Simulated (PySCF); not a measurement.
**Computed properties of Li₂, SMILES [Li][Li]**

Li2, SMILES [Li][Li]. Geometry: B3LYP-D3(BJ)/def2-TZVPD. One conformer was computed; it need not be the lowest. All values are computed for the isolated molecule unless a solvent is named; none is compared with measurement here.

**Structure.** The optimised structure has D∞h symmetry. All 1 harmonic modes at B3LYP-D3(BJ)/def2-TZVPD (PySCF) are real, so it is a minimum.

**Vibrations.** No mode carries more than 0.5 km/mol of infrared intensity. The softest mode is at 325 cm⁻¹ and the zero-point energy is 0.5 kcal/mol.

**Electronic structure.** B3LYP/def2-TZVPD (PySCF) places the frontier levels at -3.65 and -1.44 eV, a gap of 2.21 eV, and gives a dipole moment of 0.00 D and a mean polarisability of 192.1 bohr³.

**Excitations.** TDA-PBE0/def2-TZVPD (PySCF) has S1 at 2.17 eV (572 nm, f = 0.673, bright); the most intense of the 10 singlets computed lies at 2.77 eV (f = 1.38). Strengths of degenerate partners are summed. T1 (TDA) is at 0.95 eV, 1.22 eV under S1.
